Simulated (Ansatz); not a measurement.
Relaxation of CH4BN (7 atoms, charge 0, multiplicity 1), to a largest force component of 0.015 eV/Å in at most 40 steps.

The calculation used Ansatz, RKS PBE0-D4/def2-SVP.

```xyz
7
Properties=species:S:1:pos:R:3
B -0.860 0.305 -0.602
C 0.321 0.094 0.309
N 0.849 -1.056 0.322
H -1.261 -0.508 -1.295
H -1.417 1.407 -0.653
H 0.707 0.920 0.926
H 0.416 -1.843 -0.291
```

**Question.** Where does it end, and by what steps?

**Answer.** It converged. After 6 steps the energy has fallen by 0.378 eV; H7 moved furthest, 0.11 Å.

```csv
step,energy less start (eV),largest force component (eV/Å),accepted
0,0.0000,2.950,yes
1,-0.3211,0.818,yes
2,-0.2637,1.022,no
3,-0.3758,0.454,yes
4,-0.3774,0.155,yes
5,-0.3784,0.017,yes
6,-0.3784,0.006,yes
```

```xyz
7
Properties=species:S:1:pos:R:3
B -0.903 0.351 -0.634
C 0.324 0.057 0.297
N 0.905 -1.083 0.375
H -1.321 -0.549 -1.327
H -1.432 1.436 -0.673
H 0.744 0.850 0.942
H 0.439 -1.744 -0.263
```

Run time: 15 s on 1 CPU thread of a shared host.
